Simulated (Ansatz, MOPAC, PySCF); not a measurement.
Gas-phase reaction in SMILES: CCCC + 2 C (CH4) → 3 CC (C2H6) [ethane]

Wanted: bond separation energy (enthalpy at 298 K), in kcal/mol. Terms: dispersion terms only where a functional's name holds one; spin-orbit terms left out; non-relativistic. Ab initio and DFT rows: single points at B3LYP-D3(BJ) geometries (Ansatz, a program for electronic structure), with unscaled harmonic terms from B3LYP/6-31G* (Ansatz) at its own minima. Semi-empirical rows: MOPAC heats of formation at their own minima for 298 K.

```
species    coefficient  E at B3LYP/STO-3G (Ansatz), Eh  E at M06-2X/def2-TZVPD (PySCF), Eh  H(298 K) - E, kcal/mol  heat of formation at AM1 (MOPAC), kcal/mol
---------  -----------  ------------------------------  ----------------------------------  ----------------------  ------------------------------------------
CCCC                -1                      -156.57977                          -158.41930                   87.54                                      -31.18
C (CH4)             -2                       -40.03875                           -40.50048                   30.76                                       -8.79
CC (C2H6)           +3                       -78.88511                           -79.80476                   49.98                                      -17.44
```

Measured values: Active Thermochemical Tables 1.112 (ions: stationary electron), as tabulated in the package chemicals; they hold spin-orbit and core effects, anharmonicity and other conformers.  Value to compare with, the measured value: 5.6 kcal/mol. 1 Eh = 627.5095 kcal/mol.

Work the quantity out at each level, and compare with the measured value.


- B3LYP/STO-3G: the sum of coefficient times E is 0.00194 Eh, or 1.22 kcal/mol; the thermal terms add 0.88. Result: 2.1 kcal/mol. Its error against the measured value is -3.5 kcal/mol.
- M06-2X/def2-TZVPD: the sum of coefficient times E is 0.00598 Eh, or 3.75 kcal/mol; the thermal terms add 0.88. Result: 4.6 kcal/mol. Its error against the measured value is -1.0 kcal/mol.
- AM1: the sum of coefficient times heat of formation is -3.56 kcal/mol; it needs no thermal term. Its error against the measured value is -9.2 kcal/mol.
